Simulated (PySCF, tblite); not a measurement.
**carbon disulfide and chlorine monofluoride**

A gas-phase complex of carbon disulfide and chlorine monofluoride; neutral, singlet. The structure comes from a short search (6 tight-binding starts) and was relaxed by PBE0-D3(BJ)/def2-SVPD; another way of binding may lie lower. Frequencies by PBE0-D3(BJ)/def2-SVPD show no clear imaginary mode.

| part | name | SMILES | atoms | charge | multiplicity |
| --- | --- | --- | --- | --- | --- |
| 1 | carbon disulfide | S=C=S | 1–3 | 0 | 1 |
| 2 | chlorine monofluoride | FCl | 4–5 | 0 | 1 |

```xyz
5

S    -1.394   -0.301    0.095
C     0.097    0.138   -0.098
S     1.571    0.572   -0.288
Cl   -0.719   -2.478    1.716
F    -0.367   -3.795    2.694
```
(Å; atoms numbered from 1)

| contact | kind (by geometry) | distance (Å) | angle (°) |
| --- | --- | --- | --- |
| F5–Cl4···S1 | halogen bond | 2.797 | 178 |

Interaction energies are complex less parts, with the parts frozen as they stand in it; counterpoise-corrected, in kcal/mol (PySCF).

(1) How strongly do the parts interact, level by level?

(2) What holds them together? Decompose the wB97M-D3(BJ)/def2-TZVPD energy: frozen parts, their antisymmetrised product, then relaxation.

The parts were also relaxed and run alone, at the levels used for the complex: shieldings by PBE0/pcSseg-2; core levels by delta-SCF with SCAN, pcX-2 on the ionised atom and pcseg-1 elsewhere, spin-free X2C (2p3/2 is the spin-free 2p value less a third of a first-order spin-orbit splitting).

Values alone: F5–Cl4 bond (Å): 1.645; shielding of Cl4 (ppm): -591.6; shielding of S1 (ppm): 501.7; shielding of F5 (ppm): 660.1; S1 2p3/2 core level (eV): 170.17; Cl4 2p3/2 core level (eV): 209.42.

(3) How do these values change when the complex forms?

(4) What are the binding energy from relaxed parts (wB97M-D3(BJ)/def2-TZVPD), and ΔH and ΔG of association at 298.15 K and 1 atm?

## Answers

(1) 
| level | interaction | superposition error removed |
| --- | --- | --- |
| wB97M-D3(BJ)/def2-TZVPD | -2.35 | -0.12 |
| PBE0-D3(BJ)/def2-TZVPD | -4.84 | -0.14 |
| RI-MP2/aug-cc-pVTZ | -3.58 | -0.66 |

(2) electrostatic -8.6, Pauli repulsion +17.6, orbital relaxation -10.2, dispersion correction -1.3 kcal/mol, which sum to the value before the counterpoise correction; the Pauli term holds the exchange-correlation of the frozen density too. Of the attraction, 51 % is orbital relaxation, 43 % is electrostatic, 7 % is dispersion correction.

(3) 
```csv
property,alone,in the complex,change
F5–Cl4 bond (Å),1.645,1.678,+0.033
shielding of Cl4 (ppm),-591.6,-325.9,+265.6
shielding of S1 (ppm),501.7,491.2,-10.5
shielding of F5 (ppm),660.1,488.0,-172.1
S1 2p3/2 core level (eV),170.17,170.61,+0.44
Cl4 2p3/2 core level (eV),209.42,207.24,-2.17
```

The core-hole state of Cl4 is spin-contaminated (⟨S²⟩ 0.82 against 0.75 for a pure doublet), so that value and differences from it are less sure.

(4) -1.51 kcal/mol, -1.05 with zero-point energy; ΔH -1.0 and ΔG +6.3 kcal/mol, from harmonic vibrations by PBE0-D3(BJ)/def2-SVPD with low modes damped.
